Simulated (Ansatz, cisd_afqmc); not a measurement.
Species: H₂S, charge 1, doublet. H2S+ (parent SMILES S, doublet).
B3LYP-D3(BJ)/def2-TZVP minimum from Ansatz (a first-principles code):
```xyz
3

S      0.0008     0.0010     0.1042
H     -0.0001     0.9820    -0.8435
H     -0.0127    -0.9982    -0.8242
```
Charge +1, spin multiplicity 2.

Total energies in aug-cc-pV(D+d)Z, 7 correlated electrons, 5 frozen orbitals. UHF or UKS for unpaired electrons; spin-orbit terms are left out. Cores are frozen in correlated methods. No relativity. AFQMC is phaseless with a CISD trial state; ± is one standard error, without the phaseless bias. Outlying blocks are dropped, and bars are widened where a walk drifts. Over all cases where full CI ran beside it in this data, AFQMC minus full CI had a median of +0.1 mEh and passed +0.4 mEh in a tenth of the cases.

```tsv
method	program	energy (Eh)	minus CCSDTQ (mEh)
HF	Ansatz	-398.36282	152.44
MP2	Ansatz	-398.48384	31.42
CCSD	Ansatz	-398.51078	4.49
CCSD(T)	Ansatz	-398.51440	0.87
CCSDT(Q)	Ansatz	-398.51524	0.02
CCSDTQ	Ansatz	-398.51527	0.00
AFQMC/CISD	cisd_afqmc	-398.5151 ± 0.0002	0.2 ± 0.2
```

Rough core times of Ansatz's runs on a shared machine: CCSD(T) under 20 s, CCSDT(Q) 40 s, CCSDTQ 10 min.
